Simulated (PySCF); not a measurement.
## How the method moves the HOMO and LUMO of difluoroacetonitrile

Difluoroacetonitrile, C2HF2N.
Atom-mapped SMILES: `[N:1]#[C:2][CH:3]([F:4])[F:5]` (hydrogens: H6 on C3)

Cartesian coordinates in Å at the PBE0-D3(BJ)/def2-SVP level; atoms count from 1:
```
atom  x, y, z in Å
N1     0.459    2.086   -0.340
C2     0.215    0.973   -0.155
C3    -0.114   -0.444    0.118
F4    -1.046   -0.863   -0.748
F5     0.986   -1.195   -0.023
H6    -0.500   -0.555    1.147
```

Basis pcSseg-2 throughout (PySCF), one geometry. Geometry: PBE0-D3(BJ)/def2-SVP; no solvent, vibrations or thermal averaging.

Q: How do the orbital energies, the gap and the dipole change with the method?

A: 
```
  method                    kind  HOMO (eV)  LUMO (eV)  gap (eV)  μ (D)  SCF cycles
    OPBE                     GGA      -9.06      -1.73      7.34   2.44          14
    BLYP                     GGA      -9.08      -1.77      7.31   2.45          14
     PBE                     GGA      -9.13      -1.87      7.26   2.45          14
   B97-D                     GGA      -9.17      -1.77      7.40   2.46          14
     KT2                     GGA      -9.21      -1.86      7.35   2.42          15
    BP86                     GGA      -9.24      -1.94      7.30   2.46          14
     KT3                     GGA      -9.25      -1.84      7.41   2.41          15
     LDA                     LDA      -9.29      -2.18      7.11   2.49          14
   B3LYP           global hybrid     -10.43      -1.04      9.39   2.51          14
    PBE0           global hybrid     -10.68      -0.75      9.93   2.51          14
mPW1PW91           global hybrid     -10.70      -0.76      9.94   2.51          14
 wB97X-D  range-separated hybrid     -12.60       1.17     13.77   2.55          14
      HF            Hartree–Fock     -13.88       2.34     16.22   2.72          11
```

The HOMO spans 4.81 eV, from OPBE down to HF, and the gap runs from 7.11 eV (LDA) to 16.22 eV (HF). Over the methods OPBE (0 %), BLYP (0 %), PBE (0 %), B97-D (0 %), KT2 (0 %), BP86 (0 %), KT3 (0 %), LDA (0 %), B3LYP (20 %), PBE0 (25 %), mPW1PW91 (25 %), HF (100 %), a straight line through the gap against the share of exact exchange rises by 0.90 eV for each 10 % (correlation coefficient 0.998). The dipole ranges from 2.41 D (KT3) to 2.72 D (HF). This basis has no diffuse functions.

The vertical ΔSCF ionisation energy at wB97X-D/def2-SVPD is 13.53 eV; −ε(HOMO) comes closest to it with HF (13.88 eV).
